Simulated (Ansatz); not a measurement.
## Ansatz (development build ahead of 0.2.0) run

```yaml
crystal:
  periodic: [false, false, false]
  atoms:
    - { symbol: C, position_ang: [-0.04668, -0.01645, -0.48516] }
    - { symbol: C, position_ang: [-0.04162, -0.0157, 0.79908] }
    - { symbol: H, position_ang: [-0.04845, -0.9506, -1.01957] }
    - { symbol: H, position_ang: [-0.0062, 0.98912, -1.00372] }
basis:
  gaussian: { orbitals: aug-cc-pVDZ }
hamiltonian:
  xc: hf
correlation:
  method: mp2
  frozen_orbitals: { C: 1, H: 0 }
```

The input is written out in the form of the current development build from the run's settings.

Results

```
Converged                       : yes
Reference energy                : -76.77562 hartree
Correlation energy              : -0.23819 hartree
Total energy                    : -77.01381 hartree
Spin squared of the determinant : 0.000
```
